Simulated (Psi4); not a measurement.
**triplet SiO at 5 levels**

Aim: a comparison of 5 runs (UB3LYP/def2-TZVPPD, UBHLYP/def2-TZVPPD, UBLYP/def2-TZVPPD, UM06-2X/def2-TZVPPD, UM06-L/def2-TZVPPD) of triplet SiO. 

The calculation is run with Psi4 1.11.

1 further run of the same task is left out (it didn't finish).

**1. The system as given**

The species is SiO (2 atoms), meant as a triplet with charge 0. SMILES of the parent species: `O=[Si]`. The shape is that of a PBE0-D4/def2-TZVP optimisation. That shape belongs to the parent species and isn't relaxed for this state.

Bond lengths: O1–Si2 1.509 Å.

**2. Energy and gradient at UB3LYP/def2-TZVPPD (run 1)**

File calc.py:

```python
import psi4

psi4.set_memory('1600 MB')
psi4.set_num_threads(1)
psi4.core.set_output_file('output.dat', False)

geom = psi4.geometry("""
0 3
O     -0.640700     0.231500    -0.324000
Si     0.640700    -0.231500     0.324000
units angstrom
symmetry c1
no_reorient
no_com
""")

options = {'basis': 'def2-TZVPPD', 'reference': 'uks', 'puream': True, 'e_convergence': 1e-09, 'd_convergence': 1e-08, 'scf_type': 'pk', 'dft_radial_points': 99, 'dft_spherical_points': 590, 'maxiter': 200}
psi4.set_options(options)

energy_value, wavefunction = psi4.gradient('b3lyp', molecule=geom, return_wfn=True)
psi4.oeprop(wavefunction, 'QUADRUPOLE', 'MULLIKEN_CHARGES', 'MAYER_INDICES', title='B3LYP')
print('gradient / Eh bohr^-1')
print(energy_value.np.round(6))
print(f'energy = {wavefunction.energy():.10f} Eh')
```

Launch:

```bash
$ python calc.py
```

output.dat:

```text
[...]
  Running in c1 symmetry.
[...]
  Nuclear repulsion =   39.283332351226669
[...]
  Multiplicity = 3
[...]
  Nalpha       = 12
  Nbeta        = 10
[...]
    Number of basis functions: 88
[...]
   @UKS iter   1:  -364.28043171135266   -8.30996e-02   1.06530e-02 ADIIS/DIIS
[...]
   @UKS iter  13:  -364.63718293334529   -3.06954e-12   9.00032e-09 DIIS
[...]
   @S^2 Observed:                2.006957898E+00
[...]
    Orbital Energies [Eh]
    ---------------------
    Alpha Occupied:
       1A    -66.183274     2A    -19.158572     3A     -5.341287
       4A     -3.700870     5A     -3.700593     6A     -3.697750
       7A     -0.995379     8A     -0.496104     9A     -0.379379
      10A     -0.375788    11A     -0.371564    12A     -0.170916
    Alpha Virtual:
      13A     -0.106317    14A     -0.007716    15A      0.014879
      16A      0.073918    17A      0.076079    18A      0.079276
      19A      0.083601    20A      0.085053    21A      0.111685
      22A      0.115711    23A      0.154851    24A      0.220579
      25A      0.253037    26A      0.256689    27A      0.259290
[...]
  @UKS Final Energy:  -364.63718293334529
   => Energetics <=
    Nuclear Repulsion Energy =             39.2833323512266688
    One-Electron Energy =                -582.4791646563134009
    Two-Electron Energy =                 202.3316862060816277
    DFT Exchange-Correlation Energy =     -23.7730368343401679
    Empirical Dispersion Energy =           0.0000000000000000
    VV10 Nonlocal Energy =                  0.0000000000000000
    Total Energy =                       -364.6371829333452865
[...]
  -Total Gradient:
     Atom            X                  Y                   Z
    ------   -----------------  -----------------  -----------------
       1        0.047362426773    -0.017113160288     0.023951032105
       2       -0.047360402985     0.017112429045    -0.023950008681
[...]
 Multipole Moments:
 ------------------------------------------------------------------------------------
     Multipole            Electronic (a.u.)      Nuclear  (a.u.)        Total (a.u.)
 ------------------------------------------------------------------------------------
 L = 1.  Multiply by 2.5417464519 to convert [e a0] to [Debye]
 Dipole X            :         -6.4552599            7.2644852            0.8092253
 Dipole Y            :          2.3324374           -2.6248296           -0.2923921
 Dipole Z            :         -3.2644049            3.6736276            0.4092227
 Magnitude           :                                                    0.9527864
 L = 2.  Multiply by 1.3450342976 to convert [e a0^2] to [Debye ang]
 Quadrupole XX       :        -45.7589342           32.2500107          -13.5089235
 Quadrupole XY       :         11.9985052          -11.6526884            0.3458168
[...]
  Mulliken Charges: (a.u.)
   Center  Symbol    Alpha    Beta     Spin     Total
       1     O     4.39910  3.83858  0.56052 -0.23767
       2    SI     7.60090  6.16142  1.43948  0.23767
   Total alpha = 12.00000, Total beta = 10.00000, Total charge = -0.00000
  Mayer Bond Indices:
  Total Bond Index:
  Irrep: 1 Size: 2 x 2
                 1                   2
[...]
```

The script printed:

```text
gradient / Eh bohr^-1
[[ 0.047362 -0.017113  0.023951]
 [-0.04736   0.017112 -0.02395 ]]
energy = -364.6371829333 Eh
```

It took 14 s on 1 thread of AMD EPYC 7R43 (Zen 3), shared host; peak memory 0.58 GiB.

**3. Energy and gradient at UBHLYP/def2-TZVPPD (run 2)**

File osi.dat:

```
memory 1.6 GB

molecule m {
  0 3
  O     -1.21074753     0.43747160    -0.61227126
  Si     1.21074753    -0.43747160     0.61227126
  units bohr
  symmetry c1
  no_reorient
  no_com
}

set globals {
  basis def2-TZVPPD
  reference uks
  puream true
  e_convergence 1e-09
  d_convergence 1e-08
  scf_type pk
  dft_radial_points 99
  dft_spherical_points 590
  maxiter 200
}

energy_value = gradient('bhhlyp')
print_variables()
```

Launch:

```bash
$ psi4 osi.dat osi.out -n 1
```

osi.out:

```text
[...]
  Running in c1 symmetry.
[...]
  Nuclear repulsion =   39.283332356482084
[...]
  Multiplicity = 3
[...]
  Nalpha       = 12
  Nbeta        = 10
[...]
    Number of basis functions: 88
[...]
   @UKS iter   1:  -364.29930426146512   -3.07506e-01   9.20626e-03 DIIS/ADIIS
[...]
   @UKS iter  14:  -364.57727055728873   -5.96856e-12   8.64521e-09 DIIS
[...]
   @S^2 Observed:                2.014640138E+00
[...]
    Orbital Energies [Eh]
    ---------------------
    Alpha Occupied:
       1A    -67.208105     2A    -19.708528     3A     -5.671188
       4A     -3.936050     5A     -3.934549     6A     -3.933425
       7A     -1.132708     8A     -0.577755     9A     -0.456766
      10A     -0.439361    11A     -0.436364    12A     -0.214186
    Alpha Virtual:
      13A     -0.062998    14A      0.025038    15A      0.037389
      16A      0.098117    17A      0.101788    18A      0.103478
      19A      0.104832    20A      0.106345    21A      0.138388
      22A      0.142394    23A      0.185193    24A      0.250407
      25A      0.288490    26A      0.293590    27A      0.299064
[...]
  @UKS Final Energy:  -364.57727055728873
   => Energetics <=
    Nuclear Repulsion Energy =             39.2833323564820844
    One-Electron Energy =                -582.5199212332297520
    Two-Electron Energy =                 193.8177443028828293
    DFT Exchange-Correlation Energy =     -15.1584259834238910
    Empirical Dispersion Energy =           0.0000000000000000
    VV10 Nonlocal Energy =                  0.0000000000000000
    Total Energy =                       -364.5772705572887276
[...]
 Multipole Moments:
 ------------------------------------------------------------------------------------
     Multipole            Electronic (a.u.)      Nuclear  (a.u.)        Total (a.u.)
 ------------------------------------------------------------------------------------
 L = 1.  Multiply by 2.5417464519 to convert [e a0] to [Debye]
 Dipole X            :         -6.3862173            7.2644852            0.8782679
 Dipole Y            :          2.3074907           -2.6248296           -0.3173389
 Dipole Z            :         -3.2294902            3.6736276            0.4441374
 Magnitude           :                                                    1.0340776
[...]
  -Total Gradient:
     Atom            X                  Y                   Z
    ------   -----------------  -----------------  -----------------
       1        0.038351235633    -0.013857204757     0.019394100407
       2       -0.038349962623     0.013856744787    -0.019393456649
[...]
```

Run time: 13 s. Hardware: 1 thread of AMD EPYC 7R43 (Zen 3), shared host; peak memory 0.58 GiB.

Runs 3 to 4 aren't shown in full; the table further down has their settings and results.

**4. The energy at UM06-L/def2-TZVPPD (run 5)**

File osi.xyz:

```xyz
2
OSi
O     -0.640700     0.231500    -0.324000
Si     0.640700    -0.231500     0.324000
```

File job.py:

```python
import psi4

psi4.set_memory(1600000000)
psi4.set_num_threads(1)
psi4.core.set_output_file('osi.out', False)

with open('osi.xyz') as f:
    atoms = ''.join(f.readlines()[2:])
mol = psi4.geometry('0 3\n' + atoms + 'symmetry c1')

options = {'basis': 'def2-TZVPPD', 'reference': 'uks', 'puream': True, 'e_convergence': 1e-09, 'd_convergence': 1e-08, 'scf_type': 'pk', 'dft_radial_points': 99, 'dft_spherical_points': 590, 'maxiter': 200}
psi4.set_options(options)

E = psi4.energy("m06-l", molecule=mol)
print('E =', round(E, 9))
```

Launch:

```bash
$ python job.py
```

osi.out:

```text
[...]
  Running in c1 symmetry.
[...]
  Nuclear repulsion =   39.283332351226669
[...]
  Multiplicity = 3
[...]
  Nalpha       = 12
  Nbeta        = 10
[...]
    Number of basis functions: 88
[...]
   @UKS iter   1:  -364.22322152189491   -2.94986e-02   1.08353e-02 DIIS/ADIIS
[...]
   @UKS iter  15:  -364.59311628533288   -4.54747e-13   1.51764e-09 DIIS
[...]
   @S^2 Observed:                2.007945546E+00
[...]
    Orbital Energies [Eh]
    ---------------------
    Alpha Occupied:
       1A    -65.883983     2A    -18.990906     3A     -5.297206
       4A     -3.611552     5A     -3.607751     6A     -3.604280
       7A     -0.966718     8A     -0.456523     9A     -0.338941
      10A     -0.333471    11A     -0.331499    12A     -0.142278
    Alpha Virtual:
      13A     -0.119264    14A     -0.004598    15A      0.016630
      16A      0.065987    17A      0.079769    18A      0.083856
      19A      0.085720    20A      0.087515    21A      0.122537
      22A      0.124579    23A      0.139958    24A      0.240642
      25A      0.258068    26A      0.267364    27A      0.272701
[...]
  @UKS Final Energy:  -364.59311628533288
   => Energetics <=
    Nuclear Repulsion Energy =             39.2833323512266688
    One-Electron Energy =                -582.6049908086233700
    Two-Electron Energy =                 208.1897711905145911
    DFT Exchange-Correlation Energy =     -29.4612290184508225
    Empirical Dispersion Energy =           0.0000000000000000
    VV10 Nonlocal Energy =                  0.0000000000000000
    Total Energy =                       -364.5931162853328829
[...]
 Multipole Moments:
 ------------------------------------------------------------------------------------
     Multipole            Electronic (a.u.)      Nuclear  (a.u.)        Total (a.u.)
 ------------------------------------------------------------------------------------
 L = 1.  Multiply by 2.5417464519 to convert [e a0] to [Debye]
 Dipole X            :          0.0000000            0.0000000            0.0000000
 Dipole Y            :          0.0000000            0.0000000            0.0000000
 Dipole Z            :          0.8883594            0.0073522            0.8957116
 Magnitude           :                                                    0.8957116
[...]
```

On the terminal:

```text
E = -364.593116285
```

It took 23 s on 1 thread of AMD EPYC 7R43 (Zen 3), shared host; peak memory 0.97 GiB.

**5. The series**

```
run                level      task  energy (Eh)  dipole moment (D)  HOMO energy (eV)   ⟨S²⟩  wall time
  1   UB3LYP/def2-TZVPPD  gradient  -364.637183               2.42             -4.65  2.007       14 s
  2   UBHLYP/def2-TZVPPD  gradient  -364.577271               2.63             -5.83  2.015       13 s
  3    UBLYP/def2-TZVPPD    energy  -364.624467               2.20             -3.61  2.004      9.3 s
  4  UM06-2X/def2-TZVPPD  gradient  -364.565072               3.06             -5.79  2.009       29 s
  5   UM06-L/def2-TZVPPD    energy  -364.593116               2.28             -3.87  2.008       23 s
```

**6. Outcome**

```
                                 quantity          value
                      run 5: total energy  -364.59312 Eh
                     run 5: dipole moment         2.28 D
run 5: HOMO energy (highest over α and β)       -3.87 eV
                              run 5: ⟨S²⟩          2.008
```

**Reading.** The dipole moment (its size) runs from 2.20 D (UBLYP/def2-TZVPPD) to 3.06 D (UM06-2X/def2-TZVPPD). Totals of different functionals can't be ranked against each other. All runs together took 88 s, the longest 29 s.
